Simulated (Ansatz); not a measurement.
Geometry optimisation, RKS PBE-D4/def2-SVP in Ansatz 0.2.0.

Input file:

```yaml
crystal:
  periodic: [false, false, false]
  atoms:
    - { symbol: B, position_ang: [0.0, 0.0, 0.0] }
    - { symbol: O, position_ang: [0.0, 0.0, 1.76] }
    - { symbol: H, position_ang: [-0.9095, -0.2814, 2.0971] }
    - { symbol: H, position_ang: [1.0305, 0.0, -0.595] }
    - { symbol: H, position_ang: [-1.0305, 0.0, -0.595] }
    - { symbol: Si, position_ang: [0.1008, 2.1328, 0.7095] }
    - { symbol: H, position_ang: [0.6771, 2.1737, 2.0503] }
    - { symbol: H, position_ang: [0.9351, 2.9107, -0.2019] }
    - { symbol: H, position_ang: [-1.2441, 2.7001, 0.741] }
    - { symbol: H, position_ang: [0.0529, 1.1188, 1.7067] }
basis:
  gaussian: { orbitals: def2-SVP }
hamiltonian:
  xc: pbe
  dispersion: d4
relax:
  f_tol: 0.15
  max_steps: 25
  restrain:
    - { distance: [0, 5], at: 3.15, k: 30.0 }
    - { distance: [9, 1], at: 2.21, k: 30.0 }
    - { distance: [0, 1], at: 1.41, k: 30.0 }
    - { distance: [9, 5], at: 1.46, k: 30.0 }
```

Run as:

```bash
$ ansatz run input.yaml --threads 1 --pin off --max-ram 2048MiB --backend cpu --events-out ev --progress --plain --runs-dir out
```

**Question.** Where does it end, and by what steps?

**Answer.** The run converged. The restraints hold the end off the free minimum; the threshold counts their pulls, which the force column leaves out. Restrained pairs: B1–Si6 (2.25 → 3.15 Å), O2–H10 (1.12 → 2.23 Å), B1–O2 (1.76 → 1.38 Å), Si6–H10 (1.42 → 1.48 Å). After 11 steps the energy has fallen by 4.230 eV (the restraints' own energy left out); H7 moved furthest, 1.23 Å.

| step | energy less start (eV) | largest force component (eV/Å) | accepted |
| --- | --- | --- | --- |
| 0 | 0.0000 | 7.198 | yes |
| 1 | 0.2248 | 3.412 | yes |
| 2 | 0.0927 | 2.689 | yes |
| 3 | -0.4678 | 2.630 | yes |
| 4 | -1.7941 | 1.981 | yes |
| 5 | -2.6082 | 1.838 | yes |
| 6 | -3.2919 | 1.439 | yes |
| 7 | -3.8566 | 0.865 | yes |
| 8 | -4.1449 | 0.572 | yes |
| 9 | -4.2130 | 0.735 | yes |
| 10 | -4.2235 | 0.685 | yes |
| 11 | -4.2298 | 0.720 | yes |

```xyz
10
Properties=species:S:1:pos:R:3
B -0.034 -0.346 0.184
O -0.099 -0.972 1.417
H -1.021 -1.119 1.700
H 1.081 -0.215 -0.285
H -1.044 -0.044 -0.435
Si 0.146 2.689 1.015
H 0.889 3.388 2.118
H 0.875 2.870 -0.285
H -1.242 3.257 0.907
H 0.061 1.246 1.337
```

The run took 14 s on 1 thread of Intel(R) Xeon(R) 6975P-C (Granite Rapids) (shared host), peak memory 0.16 GiB.
